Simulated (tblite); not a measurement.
# CH3PS2: the cost of one run

Programs: tblite 0.8.0 and PySCF 2.14.0. All values are calculated, for the isolated system unless a continuum is named. Atoms count from 0, parts from 1.

## Step 1: Starting point

7 atoms, charge 0, multiplicity 1; geometry: rigid parts in contact. Parts: 1 = atoms 0–2, `S=C=S`, charge 0; 2 = atoms 3–6, `P`, charge 0.

## Step 2: Bringing the parts together with GFN2-xTB

Job settings and geometry (Å):

```
{"job": {"kind": "dock", "xc": "GFN2-xTB", "basis": "xTB"}, "charge": 0, "multiplicity": 1, "parts": [{"atoms": "0-2", "charge": 0, "multiplicity": 1}, {"atoms": "3-6", "charge": 0, "multiplicity": 1}]}
S      1.533535     0.225698    -0.001267
C      0.000001     0.000118    -0.000048
S     -1.533536    -0.225816     0.001315
P      1.824704     0.906794     3.092197
H      0.582029     0.303572     2.969134
H      2.022548     0.368602     4.354671
H      1.271263     2.066751     3.613107
```

Method: GFN2-xTB search for minima from random contacts, gas phase.

On the command line:

```console
$ OMP_NUM_THREADS=1 python cluster_run.py task.json out
```

This one command runs all jobs of the session in turn.

Q: Estimate the wall time of this first job on 1 thread of AMD EPYC, shared host.

About 14 s.
